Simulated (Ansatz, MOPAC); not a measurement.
Barrier height from FH + H to the transition structure FH2, without zero-point energy, on the benchmark's geometries as Psi4's copy of the set gives them.
Transition structure (charge 0, multiplicity 2):
```tsv
atom	x (Å)	y (Å)	z (Å)
H	0.1466	-1.1284	0.0000
F	0.0000	0.3304	0.0000
H	-0.1466	-1.8454	0.0000
```

```tsv
level	barrier height (kcal/mol)	minus CCSD(T)/CBS(aug-cc-pVTZ, aug-cc-pVQZ)	cost
PM3	14.00	-19.77	-
PM7	7.63	-26.14	-
HF/aug-cc-pVDZ	27.06	-6.70	-
HF/cc-pVDZ	22.46	-11.30	-
SVWN5/def2-TZVPPD	25.22	-8.55	×0.6
PBE/def2-TZVPPD	24.68	-9.09	×1
B3LYP/def2-TZVPPD	23.32	-10.45	×0.6
BHLYP/def2-TZVPPD	24.68	-9.09	×1
wB97M-V/def2-TZVPPD	29.04	-4.73	×2
B2PLYP/def2-TZVPPD	29.66	-4.11	×0.9
MP2/cc-pVDZ	38.07	4.30	-
MP2/aug-cc-pVQZ	45.32	11.55	-
SCS-MP2/cc-pVDZ	33.85	0.08	-
SCS-MP2/aug-cc-pVQZ	40.58	6.81	-
CCSD/cc-pVDZ	28.44	-5.33	-
CCSD/aug-cc-pVTZ	31.66	-2.11	-
CCSD/aug-cc-pVQZ	32.40	-1.37	-
CCSD(T)/aug-cc-pVQZ	33.23	-0.54	×20
CCSD(T)/CBS(aug-cc-pVTZ, aug-cc-pVQZ)	33.77	0.00	×30
CCSDT/cc-pVDZ	28.55	-5.22	-
```

 The comparison column counts from a level with limits of its own.

The rows run from 7.63 (PM7) to 45.32 kcal/mol (MP2/aug-cc-pVQZ). In aug-cc-pVQZ the value moves MP2 45.32, CCSD 32.40, CCSD(T) 33.23, a shift of -12.09 from MP2 to CCSD(T). The 6 functionals in def2-TZVPPD without D3 or D4 span 6.34, from B3LYP to B2PLYP.

Open shells are unrestricted; no spin–orbit coupling.

Cores are frozen in the correlated methods. CBS(a, b) extrapolates the correlation energy as X⁻³ and adds the Hartree–Fock energy of set b. The state reached by PM3, PM7 isn't checked; PM7 holds dispersion and hydrogen-bond terms.

Codes used: Ansatz (Gaussian orbitals); MOPAC for PM3, PM7 (differences of heats of formation). 

Costs are rough ratios of core time to PBE/def2-TZVPPD (about 1.6 s over the structures, on one shared machine); a dash marks a level with no comparable run of its own. 

The set's own value is 33.4 kcal/mol (Zhao et al., J. Phys. Chem. A 109, 2012 (2005), HTBH38), an estimate for the real system.

Ansatz is a program for electronic structure.
